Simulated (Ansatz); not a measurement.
# BSiNH (quartet): wave-function methods side by side, def2-TZVPP

The task here is to estimate one member of a computed series from the others.

Program: Ansatz 0.2.0, Gaussian basis. Level of theory: def2-TZVPP, core rule «outside noble gas», up to 7 orbitals frozen. These are calculated values, not measurements.

To be run: UHF; ROHF; CCSD(T) on UHF.

2 further runs of the same task are left out: 2 set aside as unsound or not needed.

### The geometry

The geometry is a PBE0/def2-TZVP stationary point (not a proven minimum) of the parent state, kept for this charge and spin.

4 atoms, charge 0, spin multiplicity 4.

Atoms are counted from 1 here; the program's logs count them from 0.

Bond lengths: B1–N2 1.266 Å, B1–H4 1.171 Å, N2–Si3 1.683 Å. Angles: N2–B1–H4 180.0°, B1–N2–Si3 180.0°.

Set-up of the first run:

The input, in.yaml:

```yaml
crystal:
  periodic: [false, false, false]
  atoms:
    - {symbol: B, position_ang: [0.000000, 0.000000, 0.760975]}
    - {symbol: N, position_ang: [0.000000, 0.000000, -0.505225]}
    - {symbol: Si, position_ang: [0.000000, 0.000000, -2.188225]}
    - {symbol: H, position_ang: [0.000000, 0.000000, 1.932475]}
basis:
  gaussian: {orbitals: def2-TZVPP}
magnetization: {spin_polarized: true, initial_magnetization: 3}
hamiltonian: {xc: hf}
output: {orbitals: {seedname: orbitals}}
```

Command:

```
$ ansatz run in.yaml --threads 1 --pin off --events-out ev --progress --plain --max-ram 4096MiB --backend cpu
```

Steps of the session up to this table: UHF; ROHF; CCSD(T) on UHF.

One table of the session follows, with a row left open; its other results are not shown here.

It belongs to the step «Misses and costs». 

| method | from UCCSD(T) (meV) |
| --- | --- |
| ROHF | ? |
| UHF | +10015.4 |
| UMP2 | +928.5 |
| UCCSD | +494.9 |
| UCCSD(T) | 0 |

**Question.** Estimate the row for ROHF.

**Answer.** from UCCSD(T) (meV): +10066.4. In the column «from UCCSD(T) (meV)» it is the highest.
